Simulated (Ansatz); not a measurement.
Basis-set extrapolation for C2H3NOS (PBE0-D4/def2-TZVP geometry, frozen core, Ansatz). Multiplicity 1, RHF reference.

```tsv
	def2-TZVPP	def2-QZVPP
HF	-604.322047	-604.342456
MP2 correlation	-0.908469	-0.977335
CCSD(T) correlation	-0.984964	not run
```

Energies in hartree. Use E(X) = E(∞) + A·exp(−7.88·√X) for Hartree–Fock and E(X) = E(∞) + B·X^(−2.97) for correlation, with X = 3 and 4, and add CCSD(T) minus MP2 of the smaller set to the MP2 limit.

Problem. What is the CCSD(T) energy at the basis-set limit?

Solution. HF limit: -604.342456 + (-0.020409) × 0.13774 = -604.34527. MP2 limit: -0.977335 + (-0.068866) × 0.74074 = -1.02835. Higher-order term: -0.984964 − (-0.908469) = -0.07649. Total: -605.45011 hartree, 3.89 eV below CCSD(T)/def2-TZVPP.
